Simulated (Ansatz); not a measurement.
```yaml
crystal:
  periodic: [false, false, false]
  atoms:
    - {symbol: W, position_ang: [-0.153943, -0.000152, -0.000262]}
    - {symbol: N, position_ang: [1.695689, 0.001673, 0.002882]}
    - {symbol: H, position_ang: [2.256122, 0.902994, 0.001142]}
    - {symbol: H, position_ang: [2.257891, -0.898540, 0.006531]}
basis:
  gaussian: {orbitals: def2-TZVP}
total_charge: 1
hamiltonian: {xc: pbe0}
relax: {f_tol: 0.004, max_steps: 80}
```

```sh
$ ansatz run in.yaml --threads 1 --pin off --events-out ev --progress --plain --max-ram 2176MiB
```

Steps of the relaxation (energy above the last step; positions in Å, forces in eV/Å):

```
4
step 1, 112.0 meV
W    -0.154    0.000    0.000    1.252    0.131    0.002
N     1.696    0.002    0.003    0.026   -0.369    0.001
H     2.256    0.903    0.001   -0.696   -1.246    0.003
H     2.258   -0.899    0.007   -0.582    1.485   -0.005
```

```
4
step 2, 23.4 meV
W    -0.126    0.012    0.000    0.024    0.119    0.000
N     1.689   -0.009    0.003    0.249   -0.324    0.001
H     2.232    0.870    0.001   -0.187   -0.276    0.001
H     2.261   -0.867    0.006   -0.085    0.481   -0.002
```

```
4
step 3, 12.7 meV
W    -0.125    0.025    0.000   -0.027    0.097    0.000
N     1.688   -0.021    0.003   -0.100   -0.227    0.001
H     2.218    0.856    0.001    0.001    0.115    0.000
H     2.274   -0.854    0.006    0.126    0.015    0.000
```

```
4
step 4, 6.9 meV
W    -0.125    0.042    0.000    0.006    0.066    0.000
N     1.686   -0.036    0.003   -0.149   -0.173    0.000
H     2.200    0.850    0.001    0.025    0.184    0.000
H     2.294   -0.850    0.006    0.118   -0.077    0.001
```

```
4
step 10, 0.0 meV
W    -0.117    0.085    0.000    0.005   -0.001    0.000
N     1.684   -0.073    0.003   -0.013    0.003    0.000
H     2.151    0.848    0.001    0.003   -0.002    0.000
H     2.338   -0.854    0.006    0.005   -0.001    0.000
```

```
4
step 11, 0.0 meV
W    -0.117    0.085    0.000    0.000    0.000    0.000
N     1.684   -0.073    0.003    0.000    0.000    0.000
H     2.151    0.848    0.001    0.000    0.000    0.000
H     2.338   -0.853    0.006    0.000    0.000    0.000
```

Close pairs at the end: N2–H4 1.018 Å, N2–H3 1.033 Å, W1–N2 1.808 Å, W1–H3 2.393 Å, W1–H4 2.628 Å.

A stationary point of restricted PBE0 after 11 steps (its stability towards spin polarisation wasn't tested); no frequencies were run, so it isn't proven a minimum. 42 s on 1 thread of AMD EPYC 9R45, shared host.
